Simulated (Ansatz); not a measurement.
Input file:

```yaml
crystal:
  periodic: [false, false, false]
  atoms:
    - {symbol: N, position_ang: [0.000000, 0.051693, 2.035342]}
    - {symbol: B, position_ang: [0.000000, 0.044493, 0.712376]}
    - {symbol: Si, position_ang: [0.000000, -0.083412, -1.214889]}
    - {symbol: H, position_ang: [0.000000, 1.128664, -2.072682]}
basis:
  gaussian: {orbitals: STO-3G, fitting: {mean_field: def2-universal-jkfit}}
magnetization: {spin_polarized: false, initial_magnetization: 3}
correlation: {active_space: {ras: {orbitals: [12, 3, 5], electrons: 28, max_holes: 2, max_particles: 2}, fixed_orbitals: true}}
```

```sh
$ ansatz run in.yaml --threads 1 --pin off --events-out ev --progress --plain --max-ram 2393MiB
```

What does the program do with this input?

Stopped by an error. The input was made wrong on purpose (electron count of the space is wrong), so the run isn't a sound calculation of what was asked.
```
298 factors; integrals over basis functions are off by at most 7.5e-3 eV
mean field evaluation 1: about -9905.2184 eV, gradient 2.2e1 eV
mean field evaluation 2: about -9906.1353 eV, gradient 2.1e1 eV
mean field evaluation 4: about -9908.1903 eV, gradient 9.0e-1 eV
mean field evaluation 8: about -9908.2138 eV, gradient 2.4e-5 eV
mean field evaluation 16: about -9908.3035 eV, gradient 2.7e-2 eV
mean field evaluation 32: about -9908.2941 eV, gradient 7.7e-1 eV
mean field -9908.30353946 eV, -364.1234389857 hartree, gradient 2.6e-6 eV, S^2 3.750000; 9 other end points of the search recorded, 0 dependent functions left out
reference -9908.30353946 eV, -364.1234389857 hartree; 15, 12 occupied and 5, 8 virtual orbitals, 298 factors
Error: 28 electrons in 20 orbitals form no window around the highest filled level of the reference
```
